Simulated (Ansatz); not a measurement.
Input for Ansatz (development build ahead of 0.2.0):

```yaml
crystal:
  periodic: [false, false, false]
  atoms:
    - { symbol: C, position_ang: [0.0, 0.0, 0.0] }
    - { symbol: C, position_ang: [0.0, 0.85557, 1.26843] }
    - { symbol: C, position_ang: [0.0, 0.0, 2.53685] }
    - { symbol: H, position_ang: [0.0, 0.64836, -0.8762] }
    - { symbol: H, position_ang: [0.88982, -0.62937, -0.01437] }
    - { symbol: H, position_ang: [-0.88982, -0.62937, -0.01437] }
    - { symbol: H, position_ang: [-0.88183, 1.49625, 1.26843] }
    - { symbol: H, position_ang: [0.88183, 1.49625, 1.26843] }
    - { symbol: H, position_ang: [0.0, 0.64836, 3.41306] }
    - { symbol: H, position_ang: [-0.88982, -0.62937, 2.55122] }
    - { symbol: H, position_ang: [0.88982, -0.62937, 2.55122] }
basis:
  gaussian: { orbitals: def2-SVP }
hamiltonian:
  xc: hf
correlation:
  method: mp2
  frozen_orbitals: { C: 1, H: 0 }
```

The input is written out in the form of the current development build from the run's settings.

Results

```json
{"Converged": "yes", "Reference energy": "-118.18109 hartree", "Correlation energy": "-0.44485 hartree", "Total energy": "-118.62594 hartree", "Spin squared of the determinant": "0.000"}
```
